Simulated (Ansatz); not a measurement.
Litharge PbO was calculated with PBE+SOC (plane waves, PAW; Ansatz, a first-principles code).

Numerical settings: plane-wave cutoff 520 eV, 8×8×8 k mesh, Fermi–Dirac smearing 0.01 eV, PAW data made under PBE.

The cell is scaled about its equilibrium volume:

Shape and atoms are relaxed at each volume.

| V (Å³/atom) | P (GPa) | direct gap at Γ (eV) | smallest gap on the k mesh (eV) | c (Å) |
|---|---|---|---|---|
| 22.121 | 0.35 | 1.911 | 1.573 | 5.430 |
| 22.581 | 0.16 | 1.861 | 1.666 | 5.537 |
| 23.042 | 0.00 | 1.822 | 1.756 | 5.642 |
| 23.503 | -0.11 | 1.790 | 1.754 | 5.749 |
| 23.964 | -0.19 | 1.767 | 1.755 | 5.858 |

The fundamental gap (1.76 eV at the equilibrium volume, with added k points) lies elsewhere than Γ–Γ.

Note: for a layered or molecular solid the relaxed cell lies over 5 % above the published volume, where the minimum can be shallow; the cell comes from a level without a dispersion term, which matters for the spacing of layers, chains or molecules; the bulk modulus comes from volumes at which shape and atoms were relaxed.
